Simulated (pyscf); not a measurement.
This saddle point was located with ωB97X-D3(BJ)/def2-SVPD in PySCF.

```xyz
8

O      0.7266     0.6624    -0.0108
H      0.4627     1.2844    -0.6979
C     -1.3978    -0.1210     0.8249
C     -0.9629    -1.3994     0.2936
H     -0.0806    -0.7588    -0.1644
H     -0.8650     0.0472     1.7816
H     -1.5744    -1.8492    -0.5062
H     -0.4916    -2.1592     0.9480
```
Charge -1, spin multiplicity 1.

Surface: singlet, charge -1. Lowest wavenumbers (cm⁻¹): 837i, 217, 298, 373, 455.

Q: Name the species on either side of this saddle.

A: `[CH3][CH-][OH]` ⇌ `[OH2]` + `[CH-]=[CH2]`, an elimination read from left to right: C–O, C–H broken and H–O formed. At CCSD(T)/def2-TZVPPD + ΔMP2(QZVPPD) it lies +1.84 eV from the left side and +1.50 eV from the right (each side as separated species at their lowest minima found). On the product side the descent ends in a bound adduct (not fully relaxed), 0.73 eV under the separated species and 2.06 eV under the saddle at ωB97X-D3(BJ)/def2-TZVPD. The same reactants have a lower exit, to H₃C–CH₂–O⁻ (barrier +1.01 eV at ωB97M-D3(BJ), against +1.77 eV here). H₃C–CH⁻–OH lies 1.55 eV over its isomer H₃C–CH₂–O⁻ (electronic energy, ωB97M-D3(BJ)). One saddle was located; it need not be the lowest between these sides. The CCSD(T) − MP2 part came from Ansatz, without density fitting, on the same reference.
